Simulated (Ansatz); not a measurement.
# Worked example: correlation energy of Br, doublet

A free Br atom.

Basis def2-TZVPD; Ansatz 0.2.0. Correlated methods freeze the noble-gas cores and the filled d shells of p-block atoms, which leaves 7 electrons in 43 orbitals. Prefix R: restricted or restricted open-shell reference; prefix U: unrestricted. No spin–orbit coupling is included, and no scalar relativity.

Full CI isn't at hand for all of this; UCCSDT(Q) serves as the reference, and is uncertain by about the last step of the cluster series.

Runs differ by some tens of microhartree through their thresholds and, for an open shell, their frozen cores, so steps under 0.03 kcal/mol mean nothing.

```json
{"level": "UHF", "total energy (hartree)": "-2572.398469"}
{"level": "UMP2", "total energy (hartree)": "-2572.532860"}
{"level": "UCCSD", "total energy (hartree)": "-2572.552438"}
{"level": "UCCSD(T)", "total energy (hartree)": "-2572.557088"}
{"level": "UCCSDT", "total energy (hartree)": "-2572.557651"}
{"level": "UCCSDT(Q)", "total energy (hartree)": "-2572.557769"}
```

Problem. What is the correlation energy at UCCSDT(Q), and what share of it do UMP2 and UCCSD(T) recover?

Solution. E(corr) = -2572.557769 − (-2572.398469) = -0.159300 hartree = -4.335 eV. UMP2: -0.134391 / -0.159300 = 84.36 %. UCCSD(T): -0.158619 / -0.159300 = 99.57 %.

Problem. By how many kcal/mol does UCCSD(T) miss UCCSDT(Q) (1 hartree = 627.509 kcal/mol), and which steps make up the rest?

Solution. -2572.557088 − (-2572.557769) = 0.000681 hartree = 0.43 kcal/mol. Steps: UCCSDT − UCCSD(T) = -0.35, UCCSDT(Q) − UCCSDT = -0.07 kcal/mol. That is within 1 kcal/mol of the reference in this basis, which itself misses far more of the correlation at the basis-set limit.
